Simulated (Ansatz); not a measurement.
The input, for Ansatz 0.2.0:

```yaml
crystal:
  periodic: [false, false, false]
  atoms:
    - {symbol: Si, position_ang: [0.048902, 0.004117, 0.529440]}
    - {symbol: C, position_ang: [-0.115972, 0.012490, -1.157746]}
    - {symbol: H, position_ang: [-0.039352, 1.224523, 1.330593]}
    - {symbol: H, position_ang: [0.043756, -1.319659, 1.348807]}
    - {symbol: H, position_ang: [-0.059302, 0.823134, -1.827513]}
    - {symbol: H, position_ang: [0.074228, -0.991543, -1.808547]}
basis:
  gaussian: {orbitals: cc-pVDZ}
correlation: {method: fic_mrcisd_q, electrons: valence, active_space: {window: {electrons: 2, orbitals: 2}, places: [1, 2]}}
```

```sh
$ ansatz run in.yaml --threads 1 --pin off --events-out ev --progress --plain --max-ram 2393MiB
```

**Question.** One thing in this input was set wrong on purpose, beside settings that are merely unusual. What is the gravest fault, and what does the program do?

**Answer.** Two definitions of the active space. How the run ends: refused.
```
Error: invalid value for `correlation.active_space`: name one of window, places and ras
```
